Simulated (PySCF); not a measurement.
Competing steps

Reactants: CH₅BO ([CH3][BH][OH]) (brackets give SMILES or just the links). Saddle points were found for several chosen steps; others may exist. Gas-phase electronic energies, without zero-point energy, by CCSD(T) at an estimated basis limit (MP2 extrapolated from triple and quadruple zeta, plus CCSD(T) − MP2 in triple zeta); PySCF 2.14 with density fitting (its default auxiliary sets; JK sets also for MP2 and CCSD(T)), def2-TZVPP and QZVPP, frozen cores, on PBE0-D4/def2-TZVP structures. Extrapolation: Hartree–Fock as exp(−7.88 √X), correlation as X^−2.97. No counterpoise correction.

(1) Rank the steps by the energy of their saddle points, lowest first, and give each saddle's height above the lowest. (Judge from chemistry; the value comes from the calculation.)
A. 1,2-elimination, to CH₃B ([BH][CH2]) + H₂O, still joined by a dative B–O bond (breaks or loosens B–O, C–H; forms H–O)
B. 1,2-elimination, to BHO ([BH][O]) + CH₄ (breaks or loosens B–C, H–O; forms C–H)

(2) Does the lowest of these saddles lead to the lowest end structure (the products still in contact)? (A judgement: the text doesn't fix the answer.)

No T1 diagnostic of these runs exceeds 0.016.

For scale, one of the runs: CCSD(T)/def2-TZVPP, 163 basis functions, launched by `OMP_NUM_THREADS=4 python run.py`. Hardware: 4 CPU threads of an Arm Neoverse V1, shared host. Wall time 3.4 min; peak host memory 1.2 GiB.

Results:

(1) By the calculation: B (0.00 kcal/mol), A (18.34 kcal/mol). Heights count from the lowest.

The lowest of these saddles lies at 63.25 kcal/mol relative to the reactant.

(2) Computed: Yes. Relative to the reactant, the ends lie at 10.26 (BHO ([BH][O]) + CH₄); 64.87 (CH₃B ([BH][CH2]) + H₂O) kcal/mol.
